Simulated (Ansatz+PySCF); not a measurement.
# singlet CH2S: levels of theory in one basis

```yaml
atoms:
  - { symbol: C, position_ang: [0.0000, 0.0000, -1.0216] }
  - { symbol: S, position_ang: [0.0000, 0.0000, 0.5847] }
  - { symbol: H, position_ang: [0.0000, -0.9297, -1.6128] }
  - { symbol: H, position_ang: [0.0000, 0.9297, -1.6128] }
```

Basis set: def2-SVP (spherical functions). Correlated methods keep 6 orbitals frozen. Charge 0, multiplicity 1.

Computed with Ansatz (development build ahead of 0.2.0); each method stands on the lowest determinant of its kind that the runs found. NEVPT2 correlates all electrons. Active spaces start from the frontier orbitals, and the lowest solution found is given.

| method | E − E(RHF) (eV) | <S²> of the determinant |
| --- | --- | --- |
| RHF | 0.00 | 0.00 |
| UHF | -0.07 | 0.29 |
| UHF-MP2 | -6.80 | 0.29 |
| RHF-CCSD | -7.91 | – |
| UHF-CCSD | -7.89 | 0.29 |
| RHF-CCSD(T) | -8.21 | – |
| UHF-CCSD(T) | -8.19 | 0.29 |
| CASSCF(4,3) | -0.85 | – |
| CASSCF(2,2) | -0.79 | – |
| SC-NEVPT2(2,2) | -7.63 | – |
| SC-NEVPT2(4,3) | -7.59 | – |

Q: What does RHF-MP2 give on the same scale?

A: -7.19 eV.

Q: Is a single determinant a sound starting point here?

A: Only with care. Unrestricted orbitals gain 0.07 eV and <S²> is 0.29 against 0.00 for a pure state, so spin symmetry breaks but gains little energy; restricted orbitals can still serve. The CASSCF(4,3) natural occupations are 2.00, 1.89, 0.11. The CASSCF(2,2) natural occupations are 1.89, 0.11.

Caution for UHF, UHF-MP2, UHF-CCSD, UHF-CCSD(T): the unrestricted determinant is spin contaminated. Caution for UHF-MP2: another reference gives a lower total. Caution for CASSCF(2,2): other starts end on other solutions of this active space.
